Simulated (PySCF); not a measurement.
# Carbon: a sound run and one with changed settings

Sound run: C [He] 2s2 2p2, C⁺ [He] 2s2 2p1. Calculation: PySCF 2.14, in def2-TZVP (5s3p2d1f, 31 functions); the non-relativistic Hamiltonian (point nucleus). In the sound run the correlated levels freeze 1s2. The sound run starts from symmetry-adapted Hartree-Fock orbitals and uses a fine grid where one is needed.

Changed run: initial guess minao, at most 50 SCF cycles.

```tsv
species	method	sound run (hartree)	changed run (hartree)	converged
C	UHF	-37.69248	-37.69248	yes
C	PBE	-37.79597	-37.79597	yes
C	CCSD(T)	-37.78103	-37.78103	yes
C⁺	TPSS	-37.44382	-37.44382	yes
C⁺	MP2	-37.34547	-37.34547	yes
```

Here the plain start reaches the same solutions.
